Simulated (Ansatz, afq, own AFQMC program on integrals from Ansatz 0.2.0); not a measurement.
## Where AFQMC and coupled cluster stand for MgPH$_{2}$, quartet

```xyz
4

P     0.0000    0.0778    1.1641
Mg    0.0000    0.0174   -1.5257
H     0.0000   -1.2430    1.6870
H     0.0000   -1.5672   -0.6685
```

Connectivity, by distances: PH–MgH.

Basis cc-pVDZ. Only valence electrons are correlated. AFQMC by an in-house program on the Cholesky factors that Ansatz 0.2.0 writes for its CCSD(T) run. ph-AFQMC/CISD is guided by a CISD state made of CCSD amplitudes; releasing the constraint for a short imaginary time cuts its bias at the price of noise, slowly where states lie close. Error bars are statistical, one sigma.

Determinant: UHF, the one that the program's search chose, which needn't be the lowest solution. The geometry is a point of a scan.

No full CI on the walks' own integrals is used here; CCSDT(Q) serves as the reference and is uncertain by about the last step of the cluster series.

Cautions: lower spins were not checked; the released energies move by 1.5 errors or more from one time to the next, so no released level is given (meV from the phaseless value at times in 1/Eh: -1 ± 8 at 0.24, -9 ± 8 at 0.51, -9 ± 6 at 0.99, -6 ± 9 at 1.62, -22 ± 8 at 2.40), though the last usable value meets CCSDT(Q) within the noise; the ph-AFQMC/CISD walk drifts between its halves (2.2 errors).

* T1 diagnostic: 0.0223
* weight of the determinant in the CISD state: 0.895
* ⟨S²⟩ of the determinant: 3.783
* size of the correlated space: 9 electrons in 36 orbitals

Reference: CCSDT(Q), correlation energy -4.208 eV.

```csv
level,E − E(reference) (kJ/mol),share of correlation (%)
HF,406.0,0.00
MP2,97.0,76.12
CCSD,13.4,96.71
CCSD(T),3.2,99.21
CCSDT,0.5,99.88
ph-AFQMC/HF,5.4 ± 3.6,98.66
ph-AFQMC/CISD,1.5 ± 0.7,99.63
```

A walk keeps the symmetry of its determinant, which the program's search chose and which needn't be the lowest solution, so a lower state of the same spin and another symmetry isn't excluded.
